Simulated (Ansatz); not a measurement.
We consider rock-salt TiC, described by r²SCAN (Ansatz, a first-principles code, plane waves, PAW).

Run with plane-wave cutoff 500 eV, 16×16×16 k mesh, Fermi–Dirac smearing 0.05 eV, no spin polarisation, scalar-relativistic PAW data made under PBE.

Computed at the level's own relaxed cell.

Q: Give the computed volume per atom and lattice parameter a.

A: 
* **volume per atom**: 10.13 Å³/atom
* **lattice parameter a**: 4.328 Å

Measured, for comparison: equilibrium volume per atom 10.15 Å³/atom, lattice constant a 4.33 Å (temperature not stated, not corrected to a static lattice; as tabulated in Zhang et al. (2018), doi:10.1088/1367-2630/aac7f0). Computed (rounded) less measured: equilibrium volume per atom -0.2 %, lattice constant a 0.0 %.

Static lattice: no zero-point or thermal effects.

Computing time: about 18 core-seconds (a rough figure).
